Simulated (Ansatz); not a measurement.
Frontier orbitals of BH6NSi (`B[SiH2]N`).

Total charge 0; spin multiplicity 1. All single points use the PBE0-D4/def2-TZVP geometry. It is one conformer, not always the lowest. Basis def2-TZVPP, Ansatz.

Orbital energies of one run (eV). Highest occupied ones, from the top: -10.05, -11.11, -12.48, -12.88, -14.10, -16.46, -16.93, -18.89, -26.80, -99.72, -99.74, -99.76, -143.26, -183.56. Empty: 0.09, 2.60, 3.53, 3.90, 4.19, 4.57.

**Question.** Which functional gave them?
A. BLYP
B. r2SCAN
C. LC-ωPBE
D. revPBE

**Answer.** C. HOMO energies: LC-ωPBE -10.05, revPBE -5.84, BLYP -5.78, r2SCAN -6.18 eV.

LC-ωPBE has ω = 0.4 bohr⁻¹.
